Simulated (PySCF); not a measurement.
Gas-phase reaction: 4 SiCl3 + Si2O2 + 2 O2 ⇌ 6 SiOCl2

Energies from PySCF, thermal terms from the rigid-rotor harmonic-oscillator model, ideal gas at 1 bar. † marks an energy on the PBE0/def2-TZVP geometry and frequencies. CCSD(T) freezes the core. Open shells (unrestricted): SiCl3 (multiplicity 2), O2 (multiplicity 3); the rest are closed-shell singlets. Si2O2, SiOCl2: computed as isolated molecules; such fragments, hydroxides, amides, oligomers or adducts are transient or little studied in the gas. CCSD(T) isn't extrapolated to the basis-set limit.

ωB97X-V/def2-TZVP† gives ΔH°(298 K) = -930 kJ.

**Question.** What do CCSD(T)/def2-TZVPP†, BLYP/def2-TZVP†, PBE/def2-TZVP† give?

**Answer.** CCSD(T)/def2-TZVPP†: -1009 kJ; BLYP/def2-TZVP†: -969 kJ; PBE/def2-TZVP†: -927 kJ. For scale, ΔH°(298 K) is -930 kJ at this level, -976 kJ at ωB97M-V/def2-TZVP†, and runs from -2375 to -496 kJ over the 20 levels computed.
